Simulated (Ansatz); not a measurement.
**AlSF (singlet): wave-function methods side by side at a displaced geometry (v2), cc-pVDZ**

One table from this session's results is given with a row withheld; the runs are named, their logs left out.

Method: cc-pVDZ, core rule «outside noble gas», up to 11 orbitals frozen; program: Ansatz 0.2.0, Gaussian basis.

Plan: UHF; CCSD(T) on RHF; BCCD(T) on RHF; CISD; CCSDT(Q) on RHF.

23 further runs of the same task are left out: 6 for a known fault of the program, 9 that didn't finish, 8 set aside as unsound or not needed.

## The geometry

The geometry is a PBE0/def2-TZVP stationary point (not a proven minimum) with its atoms shifted at random (size 0.100 Å).

3 atoms, charge 0, spin multiplicity 1.

Atoms are counted from 1 here; the program's logs count them from 0.

Bond lengths: F1–Al2 1.651 Å, Al2–S3 1.990 Å. Angles: F1–Al2–S3 172.0°.

Geometry (Å):

```mol
AlFS
  3D, bonds by distance, orders not assigned

  3  2  0  0  0  0  0  0  0  0999 V2000
    0.0844    0.0052   -1.7576 F   0  0
   -0.0805    0.0136   -0.1152 Al  0  0
   -0.0039   -0.0188    1.8727 S   0  0
  1  2  8  0
  2  3  8  0
M  END
```

Set-up of the first run:

Input file in.yaml:

```yaml
crystal:
  periodic: [false, false, false]
  atoms:
    - {symbol: F, position_ang: [0.084376, 0.005225, -1.757569]}
    - {symbol: Al, position_ang: [-0.080498, 0.013599, -0.115175]}
    - {symbol: S, position_ang: [-0.003878, -0.018825, 1.872744]}
basis:
  gaussian: {orbitals: cc-pVDZ}
magnetization: {spin_polarized: true, initial_magnetization: 0}
hamiltonian: {xc: hf}
output: {orbitals: {seedname: orbitals}}
```

Launch:

```sh
> ansatz run in.yaml --threads 1 --pin off --events-out ev --progress --plain --max-ram 2393MiB
```

Among the steps run: UHF; CCSD(T) on RHF; BCCD(T) on RHF; CISD; CCSDT(Q) on RHF.

One table of the session follows, with a row left open; its other results are not shown here.

| method | from RCCSDT(Q) (meV) |
| --- | --- |
| RHF | +10744.2 |
| RMP2 | +720.4 |
| CISD | +1377.2 |
| RCCSD | ? |
| RCCSD(T) | +57.2 |
| BCCD(T) | +53.7 |
| RCCSDT | +33.7 |
| RCCSDT(Q) | 0 |

**Question.** Estimate the row for RCCSD.

As computed: from RCCSDT(Q) (meV): +343.9. In the column «from RCCSDT(Q) (meV)» it lies between RCCSD(T) (+57.2) and RMP2 (+720.4).
